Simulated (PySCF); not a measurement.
# Shapes and spin states of BO2

Computed with PySCF, PBE0, basis B def2-TZVP, O def2-TZVP (no relativity, density fitting).

Relaxations began from a few typed shapes and spin states; open shells are unrestricted. The search is not exhaustive: other isomers or separated fragments can lie lower, and high-lying points may rest on an excited occupation.

| spin | group | bonds | angles | imaginary modes (cm⁻¹) | ΔE (kJ/mol) | ΔE with ZPE (kJ/mol) |
| --- | --- | --- | --- | --- | --- | --- |
| doublet | D∞h | B–O 1.260 Å (×2) | O–B–O 180.0° | none | 0.0 | 0.0 |
| quartet | C2v | B–O 1.345 Å (×2) | O–B–O 98.0° | none | 414.8 | 410.4 |

The lowest minimum found is the doublet D∞h: B–O 1.260 Å (×2); O–B–O 180.0°.

For the lowest minimum: the spin densities have lower symmetry than the nuclear frame.
